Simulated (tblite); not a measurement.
A geometry optimisation, step by step.

Species: C₅H₁₀Cl (doublet state).
SMILES with atom numbers: `[CH2:1][CH2:2][C@H:3]([CH3:4])[CH2:5][Cl:6]` (hydrogens: H7, H8 on C1; H9, H10 on C2; H11 on C3; H12, H13, H14 on C4; H15, H16 on C5)

Computed with GFN2-xTB (tblite), gas phase: L-BFGS steps from a force-field or distance-geometry start until the largest atomic force falls under 0.01 eV/Å. 5 of its 111 geometries are shown.

Step 0: E = -550.9980 eV, largest atomic force 2.740 eV/Å
```
atom  x, y, z in Å  |  force x, y, z in eV/Å
C1      2.067    0.615   -0.274    1.056  -2.490  -0.437
C2      1.021   -0.311    0.302    1.077   0.374   0.082
C3     -0.307   -0.202   -0.372   -1.296   1.163   0.162
C4     -0.821    1.250   -0.226    0.230  -0.625   1.364
C5     -1.282   -1.056    0.431    0.514  -0.528   0.099
Cl6    -2.923   -1.028   -0.258    0.110  -0.090   0.239
H7      3.042    0.350    0.190   -0.549   0.968  -0.009
H8      2.196    0.454   -1.365   -0.439   0.773   0.624
H9      1.391   -1.348    0.145    0.044   0.275   0.351
H10     0.903   -0.118    1.393    0.192  -0.233  -0.609
H11    -0.297   -0.472   -1.432    0.133  -0.138   0.183
H12    -0.161    1.954   -0.721   -0.194   0.033  -0.029
H13    -0.806    1.441    0.904   -0.218   0.194  -1.608
H14    -1.841    1.249   -0.605    0.186   0.552   0.080
H15    -1.272   -0.668    1.479   -0.422  -0.482  -0.724
H16    -0.918   -2.100    0.398   -0.425   0.256   0.231
```

Step 28: E = -551.6355 eV, largest atomic force 0.043 eV/Å
```
atom  x, y, z in Å  |  force x, y, z in eV/Å
C1      2.115    0.395   -0.364    0.023  -0.017  -0.007
C2      1.070   -0.377    0.329    0.000   0.002  -0.006
C3     -0.326   -0.186   -0.286   -0.016  -0.031   0.000
C4     -0.770    1.271   -0.190    0.006  -0.020   0.010
C5     -1.299   -1.118    0.425   -0.040  -0.007   0.000
Cl6    -2.916   -1.080   -0.332    0.027  -0.003   0.012
H7      3.034    0.629    0.136   -0.008   0.022  -0.001
H8      2.037    0.596   -1.415    0.001  -0.008   0.011
H9      1.315   -1.453    0.293   -0.001   0.006  -0.010
H10     1.045   -0.114    1.392    0.015   0.037  -0.015
H11    -0.286   -0.471   -1.342    0.016   0.002  -0.013
H12    -0.075    1.907   -0.731    0.011   0.008   0.016
H13    -0.798    1.597    0.848    0.001  -0.017   0.017
H14    -1.761    1.397   -0.619   -0.002  -0.014   0.005
H15    -1.433   -0.830    1.469   -0.015   0.024  -0.015
H16    -0.961   -2.154    0.374   -0.017   0.015  -0.004
```

Step 55: E = -551.6418 eV, largest atomic force 0.042 eV/Å
```
atom  x, y, z in Å  |  force x, y, z in eV/Å
C1      2.117    0.372   -0.404    0.020   0.003  -0.004
C2      1.081   -0.376    0.328    0.031   0.002   0.005
C3     -0.322   -0.185   -0.277   -0.020   0.001   0.012
C4     -0.765    1.269   -0.149   -0.005  -0.001   0.003
C5     -1.310   -1.114    0.420   -0.031  -0.014  -0.002
Cl6    -2.894   -1.099   -0.405    0.012  -0.007   0.014
H7      2.981    0.756    0.101   -0.041  -0.006  -0.009
H8      2.072    0.443   -1.474    0.006   0.000   0.009
H9      1.312   -1.454    0.303    0.006  -0.015   0.005
H10     1.077   -0.084    1.381   -0.009   0.006   0.004
H11    -0.281   -0.456   -1.337    0.003   0.012   0.005
H12    -0.045    1.921   -0.639   -0.002   0.002   0.005
H13    -0.834    1.556    0.899    0.018  -0.006  -0.018
H14    -1.739    1.410   -0.610   -0.003   0.012  -0.006
H15    -1.491   -0.802    1.449    0.015   0.001  -0.015
H16    -0.967   -2.149    0.405    0.001   0.010  -0.009
```

Step 82: E = -551.6441 eV, largest atomic force 0.147 eV/Å
```
atom  x, y, z in Å  |  force x, y, z in eV/Å
C1      2.121    0.348   -0.415    0.084   0.041  -0.036
C2      1.081   -0.383    0.327    0.015  -0.007   0.001
C3     -0.329   -0.181   -0.278   -0.006   0.010  -0.006
C4     -0.755    1.275   -0.131   -0.002   0.003   0.021
C5     -1.313   -1.121    0.407   -0.004  -0.006  -0.008
Cl6    -2.914   -1.068   -0.383    0.011   0.015   0.013
H7      2.817    0.992    0.090   -0.088  -0.068  -0.096
H8      2.216    0.211   -1.479   -0.009   0.035   0.135
H9      1.295   -1.462    0.301   -0.005  -0.011  -0.004
H10     1.073   -0.073    1.373   -0.006  -0.010   0.015
H11    -0.286   -0.436   -1.341   -0.003  -0.005  -0.020
H12    -0.033    1.920   -0.628   -0.019  -0.002   0.004
H13    -0.797    1.549    0.921    0.003   0.019   0.005
H14    -1.736    1.440   -0.569    0.021  -0.026  -0.014
H15    -1.467   -0.845    1.451    0.002   0.001  -0.031
H16    -0.981   -2.158    0.344    0.006   0.010   0.019
```

Step 110: E = -551.6470 eV, largest atomic force 0.010 eV/Å
```
atom  x, y, z in Å  |  force x, y, z in eV/Å
C1      2.129    0.332   -0.407    0.002   0.007   0.005
C2      1.090   -0.409    0.321   -0.002  -0.001   0.001
C3     -0.325   -0.181   -0.280   -0.003  -0.003   0.001
C4     -0.740    1.277   -0.120   -0.002  -0.004  -0.001
C5     -1.314   -1.115    0.405   -0.003  -0.002   0.001
Cl6    -2.921   -1.037   -0.370   -0.002   0.000  -0.004
H7      2.643    1.161    0.036   -0.003  -0.002   0.002
H8      2.329    0.097   -1.435    0.000   0.001  -0.002
H9      1.292   -1.486    0.263    0.001  -0.001  -0.003
H10     1.074   -0.119    1.373    0.005  -0.004   0.003
H11    -0.289   -0.430   -1.345    0.000   0.003   0.001
H12    -0.024    1.925   -0.621   -0.003  -0.007  -0.002
H13    -0.775    1.549    0.933    0.002   0.000  -0.003
H14    -1.723    1.441   -0.553    0.000   0.003   0.002
H15    -1.458   -0.842    1.451    0.006   0.008  -0.001
H16    -0.993   -2.155    0.338    0.002   0.001   0.002
```

Q: Summarise the path.

A: The energy falls by 62.62 kJ/mol from step 0 to step 110; nine tenths of that is first reached at step 8. It rises by more than 0.2 meV at step 82. The largest force goes from 2.740 to 0.010 eV/Å. Among the bonds C2–C3 changes most, from 1.493 to 1.554 Å; the atoms move by 0.296 Å rms after alignment.

Q: Follow the three bonds and two angles with the largest change from start to end.

A: 
```
step  E above end (kJ/mol)  largest force (eV/Å)  C2–C3 (Å)  C4–H13 (Å)  C1–C2 (Å)  C2–C1–H7 (°)  H7–C1–H8 (°)
   0                 62.62                 2.740      1.493       1.146      1.511         107.6         105.9
   5                 12.03                 0.644      1.520       1.085      1.468         117.5         119.8
  10                  4.31                 0.253      1.548       1.087      1.471         119.1         117.9
  14                  2.98                 0.187      1.535       1.089      1.475         119.5         117.4
  19                  2.07                 0.128      1.540       1.087      1.470         118.8         119.1
  24                  1.34                 0.117      1.537       1.089      1.472         119.9         119.0
  29                  1.08                 0.052      1.537       1.088      1.472         120.4         118.6
  33                  0.95                 0.050      1.539       1.088      1.473         120.8         118.5
  38                  0.84                 0.047      1.537       1.088      1.473         120.4         118.8
  43                  0.78                 0.028      1.538       1.088      1.472         120.4         118.7
  48                  0.69                 0.047      1.538       1.088      1.473         120.8         118.6
  53                  0.55                 0.044      1.540       1.088      1.472         121.1         118.7
  57                  0.48                 0.021      1.540       1.088      1.472         121.0         118.6
  62                  0.46                 0.020      1.542       1.088      1.472         121.1         118.6
  67                  0.42                 0.023      1.542       1.089      1.472         121.0         118.8
  72                  0.40                 0.020      1.542       1.088      1.471         121.3         118.7
  77                  0.34                 0.032      1.544       1.089      1.472         121.4         118.5
  81                  0.25                 0.039      1.546       1.088      1.471         121.3         118.6
  86                  0.19                 0.039      1.548       1.088      1.471         121.4         118.7
  91                  0.14                 0.024      1.548       1.089      1.471         121.6         118.6
  96                  0.10                 0.022      1.551       1.088      1.470         121.8         118.6
 100                  0.08                 0.017      1.551       1.089      1.470         121.7         118.7
 105                  0.04                 0.020      1.553       1.088      1.470         121.7         118.5
 110                  0.00                 0.010      1.554       1.088      1.470         121.6         118.5
```

What follows is the cost of the whole relaxation. Time: 0.48 s wall. Hardware: one thread of an Arm Neoverse V2, no GPU, shared host.
